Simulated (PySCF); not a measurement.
Below is a simulated gas-phase Si 2p photoelectron spectrum of SiMe2H2 (`[H][Si]([H])(C)C`).

Every computed line was given a Gaussian of 0.5 eV full width at half maximum and an area set by the number of equivalent atoms (split 2:1 within a doublet); the highest printed point is 100. Theory: delta-SCF UKS SCAN, pcX-2 on the ionised atom, pcseg-1 elsewhere, spin-free X2C (PySCF 2.14.0).

(binding energy (eV), intensity): (105.6, 0), (105.7, 1), (105.8, 4), (105.9, 13), (106.0, 29), (106.1, 55), (106.2, 83), (106.3, 100), (106.4, 98), (106.5, 79), (106.6, 58), (106.7, 47), (106.8, 47), (106.9, 52), (107.0, 50), (107.1, 40), (107.2, 26), (107.3, 14), (107.4, 6), (107.5, 2), (107.6, 1), (107.7, 0)

**Question.** Count the maxima, the lines and the sites behind this envelope.

**Answer.** The curve has 2 maxima (at 106.3 and 106.9 eV). Under it lie 2 lines from 1 inequivalent silicon site, drawn as a 2p3/2, 2p1/2 pair.

**Question.** Decompose the envelope and assign each component. Bonds: Si1–C2, Si1–C6. Hydrogens: H10, H11 on Si1; H3, H4, H5 on C2; H7, H8, H9 on C6.

**Answer.** 
```csv
position (eV),relative area,line,atoms,environment
106.33,0.67,Si 2p3/2,Si1,silicon bonded to 2 C and 2 H
106.96,0.33,Si 2p1/2,Si1,silicon bonded to 2 C and 2 H
```

No satellites, vibrations or lifetime broadening are included. For 2p shells one spin-free hole was relaxed; a mean-field spin–orbit operator and the ground-state splitting of the three 2p orbitals were then diagonalised within the shell. The shell's mean is (2 × 2p3/2 + 2p1/2)/3, and the degeneracies 2j + 1 give areas of 2:1. 2p1/2 minus 2p3/2 (ligand field included): Si 0.62 eV. Isolated species at its PBE0-D3(BJ)/def2-SVP geometry, gas phase.
